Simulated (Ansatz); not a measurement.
Reaction: C2H3N (SMILES CC#N) → C2H2N (SMILES [CH2]C#N, doublet) + H (doublet) (the C-H bond breaks)
Each species at its own B3LYP-D3(BJ)/def2-TZVP minimum (Ansatz, a program for electronic structure).

Total energies in hartree (Ansatz). UHF or UKS for unpaired electrons; spin-orbit terms are left out. Cores are frozen in correlated methods. No relativity. Where a partner has so few electrons that a lower coupled-cluster level is exact, that level stands in. The UHF reference of C2H2N ([CH2]C#N, doublet) is spin-contaminated (<S^2> up to 0.19 over the pure value in the sets run).

| species | HF/cc-pVTZ | CCSD(T)/cc-pVTZ | HF/cc-pVQZ | CCSD(T)/cc-pVQZ | CCSD(T)/cc-pVDZ | CCSDT(Q)/cc-pVDZ |
|---|---|---|---|---|---|---|
| 1: C2H3N (acetonitrile, SMILES C(#N)C) | -131.97382 | -132.52744 | -131.98271 | -132.56554 | -132.39798 | -132.40002 |
| 2: C2H2N (SMILES [CH2]C#N, doublet) | -131.35222 | -131.86341 | -131.36085 | -131.90004 | -131.73965 | -131.74236 |
| 3: H (doublet) | -0.49981 | -0.49981 | -0.49995 | -0.49995 | -0.49928 | -0.49928 |

Problem. Work out the bond dissociation energy (electronic) in kcal/mol: take Hartree-Fock from cc-pVQZ, extrapolate the CCSD(T) correlation energy as X^-3 (X = 3, 4), and add CCSDT(Q) - CCSD(T) in cc-pVDZ. 1 hartree = 627.51 kcal/mol.

Solution. 
Species 1: correlation (64·(-0.58283) - 27·(-0.55362))/37 = -0.60415; step -0.00204; E1 = -131.98271 + (-0.60415) + (-0.00204) = -132.58890
Species 2: correlation (64·(-0.53919) - 27·(-0.51119))/37 = -0.55962; step -0.00271; E2 = -131.36085 + (-0.55962) + (-0.00271) = -131.92318
Species 3: correlation (64·(0.00000) - 27·(0.00000))/37 = 0.00000; step +0.00000; E3 = -0.49995 + (0.00000) + (+0.00000) = -0.49995
-1·E1 +1·E2 +1·E3 = 0.16577 hartree = 104.0 kcal/mol.
